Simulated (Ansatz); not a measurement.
Relaxed structures of CH7Si2 (charge -1), closed shell (PBE0-D4/def2-TZVPD; forces vanish, vibrations not checked; lower isomers may exist, and structures with a doubtful reference or unclear bonds are left out; Å). Computed with Ansatz 0.2.0 (basis: def2-TZVPPD); correlated methods freeze the cores.

Rank them by CCSD(T) energy, lowest first, and give each one's height above the lowest. Links in brackets join atoms within 1.22 times the sum of their covalent radii (1.1 for two metals). (Judge from chemistry; the value comes from the calculation.)
A.
CH₇Si₂ ([CH3][SiH2][SiH2]), total charge -1
```
10
angstrom
C -1.0283 0.7240 -0.9112
Si -0.1365 -0.6235 0.1036
Si 1.3337 0.3020 1.6878
H -1.7556 0.3105 -1.6167
H -0.2959 1.3081 -1.4773
H -1.5475 1.4133 -0.2387
H 0.3597 -1.5865 -0.9577
H -1.2598 -1.4188 0.7332
H 1.9432 -1.0578 2.0623
H 2.3871 0.6288 0.6146
```
B.
CH₇Si₂ ([CH2][SiH2][SiH3]), total charge -1
```
10
angstrom
C -1.1021 0.7917 -0.9301
Si -0.2897 -0.4900 -0.0179
Si 1.4695 -0.0098 1.5687
H 1.0253 0.9181 2.6692
H -0.5315 1.3052 -1.7058
H -1.7692 1.4612 -0.3846
H 0.4290 -1.5043 -0.8752
H -1.2050 -1.2958 0.8728
H 2.1373 -1.1425 2.3243
H 2.6329 0.7172 0.9464
```
C.
CH₇Si₂ ([SiH2][CH2][SiH3]), total charge -1
```
10
angstrom
C -0.1009 -0.5884 0.1690
Si -0.9525 0.7132 -0.8201
Si 1.1922 0.2765 1.4005
H -1.8034 0.1865 -1.9518
H -0.0058 1.6642 -1.4801
H -1.8884 1.5375 0.0041
H 0.3572 -1.3364 -0.4874
H -0.8588 -1.0967 0.7780
H 1.7808 -1.0261 1.9820
H 2.3134 0.4539 0.3586
```

The calculation gives: A (0.00 kcal/mol), C (10.54 kcal/mol), B (24.16 kcal/mol). Heights count from the lowest.

The T1 diagnostic stays at or below 0.015.

For scale, one of the runs: CCSD(T)/def2-TZVPPD, 252 basis functions, launched by `ansatz run in.yaml --threads 2 --pin off --events-out ev --progress --plain --max-ram 4352MiB`. Hardware: 2 CPU threads of an Intel Xeon Platinum 8175M, shared host. Wall time 11 min; peak host memory 2 GiB.
